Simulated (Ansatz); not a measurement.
# AlFH5N: the cost of one run

Method: RKS PBE0-D4/6-31G*, in Ansatz 0.2.0.

**1. The structure to begin with**

Bond lengths: Al1–F2 2.040 Å, Al1–H3 1.560 Å, Al1–H4 1.560 Å, Al1–N5 2.220 Å, N5–H6 1.060 Å, N5–H7 1.060 Å. Angles: F2–Al1–H3 120.0°, F2–Al1–H4 120.0°, F2–Al1–N5 71.6°, H3–Al1–H4 120.0°, H3–Al1–N5 97.0°, H4–Al1–N5 101.2°, Al1–N5–H6 120.0°, Al1–N5–H7 120.0°, H6–N5–H7 120.0°.

Coordinates:

```xyz
8

Al    0.0000    0.0000    0.0000
F     0.0000    0.0000    2.0400
H     1.3510    0.0000   -0.7800
H    -1.3510    0.0000   -0.7800
N     0.0928   -2.1047    0.7000
H    -0.4256   -2.8627    0.1705
H     0.6555   -2.3517    1.5637
H     0.0544   -1.2334    1.7877
```

**2. Pulling towards end A**

Springs on the bonds that form and break draw the guess towards this end; the thresholds are loose.

input.yaml

```yaml
crystal:
  periodic: [false, false, false]
  atoms:
    - { symbol: Al, position_ang: [0.0, 0.0, 0.0] }
    - { symbol: F, position_ang: [0.0, 0.0, 2.04] }
    - { symbol: H, position_ang: [1.351, 0.0, -0.78] }
    - { symbol: H, position_ang: [-1.351, 0.0, -0.78] }
    - { symbol: "N", position_ang: [0.0928, -2.1047, 0.7] }
    - { symbol: H, position_ang: [-0.4256, -2.8627, 0.1705] }
    - { symbol: H, position_ang: [0.6555, -2.3517, 1.5637] }
    - { symbol: H, position_ang: [0.0544, -1.2334, 1.7877] }
basis:
  gaussian: { orbitals: "6-31G*" }
hamiltonian:
  xc: pbe0
  dispersion: d4
relax:
  f_tol: 0.15
  max_steps: 25
  restrain:
    - { distance: [0, 4], at: 3.12, k: 30.0 }
    - { distance: [7, 1], at: 2.12, k: 30.0 }
    - { distance: [0, 1], at: 1.69, k: 30.0 }
    - { distance: [7, 4], at: 1.06, k: 30.0 }
output:
  orbitals: {}
```

Started as:

```bash
$ ansatz run input.yaml --threads 1 --pin off --max-ram 2048MiB --backend cpu --events-out ev --progress --plain --runs-dir out
```

What time and memory should one allow on 1 thread of AMD EPYC 9R45 (Zen 5), shared host?

About 7.7 s, with a peak of 0.15 GiB.
